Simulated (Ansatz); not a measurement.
Li₃H₄, relaxed as a doublet with UKS r2SCAN-D4/def2-TZVP in Ansatz, starting from the GFN2-xTB geometry. Force threshold 0.02 eV/Å.

In the doublet, H6 and H7 lie 0.95 Å apart (atoms count from 1), so these atoms are partly bonded to each other. Another isomer (doublet) lies 0.41 eV lower at PBE0-D4/def2-TZVP; other spin states weren't run for this one.

Start:

Cartesian coordinates in Å:
```
Li -0.1654 0.1288 1.4285
Li -0.9842 0.0263 -1.0827
Li 1.6423 -0.2716 -0.5445
H 0.5501 -0.3864 -1.6641
H 1.4742 0.0521 0.9738
H -1.6569 -0.9970 -0.1395
H -0.8601 1.4478 1.0284
```

| step | energy (eV) | largest force component (eV/Å) | SCF passes |
| --- | --- | --- | --- |
| 1 | -675.4663 | 1.293 | 31 |
| 2 | -676.0231 | 0.633 | 33 |
| 3 | -676.3603 | 0.635 | 31 |
| 4 | -676.6276 | 0.587 | 29 |
| 5 | -676.8358 | 0.450 | 28 |
| 6 | -676.9793 | 0.284 | 27 |
| 7 | -677.0533 | 0.347 | 32 |
| 8 | -677.0737 | 0.028 | 27 |
| 9 | -677.0741 | 0.009 | 24 |

Force components are those of the run's own axes.

End:

Cartesian coordinates in Å:
```
Li -0.057 0.052 1.533
Li -0.954 0.097 -1.197
Li 1.760 -0.291 -0.584
H 0.586 -0.160 -1.808
H 1.543 -0.200 1.101
H -1.519 -0.217 0.497
H -1.358 0.719 0.458
```

Bonds formed: Li1–H6, Li2–H7 (atoms count from 1).

No frequencies were taken in this run, so the end may be a saddle point.

Hardware: 4 threads of Arm Neoverse V2 on a shared host. Wall time 9 s.
